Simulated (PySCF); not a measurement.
How the functional moves excitation energies

Species: phosphorus pentafluoride, PF₅.
SMILES: `FP(F)(F)(F)F`

Linear-response calculations in the def2-SVPD basis (PySCF; singlets by full response, triplets Tamm–Dancoff, core orbitals frozen in the response; HF means time-dependent Hartree–Fock). 'Strongest' is the level of largest summed f among the singlets computed (10 roots, of which the last may lack a degenerate partner); it can jump between rows when another state enters that window. S1 is the lowest singlet of each run and needn't be the same state throughout; f(S1) is that of one state. Geometry: PBE0-D3(BJ)/def2-SVP; no solvent, vibrations or thermal averaging.

| functional | kind | S1 (eV) | f(S1) | strongest (eV) | T1 (eV) | HOMO (eV) | gap (eV) | ionisation energy, ΔSCF (eV) |
| --- | --- | --- | --- | --- | --- | --- | --- | --- |
| BHandHLYP | global hybrid, 50% exact exchange | 11.15 | 0.000 | 12.26 | 10.63 | -14.63 | 14.80 | 16.48 |
| wB97X-D | range-separated hybrid | 10.25 | 0.000 | 11.44 | 9.82 | -14.39 | 15.55 | 15.26 |
| LC-wPBE | range-separated hybrid | 10.48 | 0.000 | 11.66 | 9.96 | -15.21 | 16.66 | 16.35 |

Problem. What does CAM-B3LYP (range-separated hybrid) give?

Solution. S1 (eV) 10.13, f(S1) 0.000, strongest (eV) 11.34, T1 (eV) 9.69, HOMO (eV) -13.97, gap (eV) 14.16, ionisation energy, ΔSCF (eV) 15.41. S1 runs from 10.13 eV (CAM-B3LYP) to 11.15 eV (BHandHLYP), a spread of 1.02 eV, while the orbital gap spreads over 2.5 eV. −ε(HOMO) comes closest to its own ΔSCF ionisation energy with wB97X-D (-0.87 eV) and misses most with BHandHLYP (-1.85 eV).
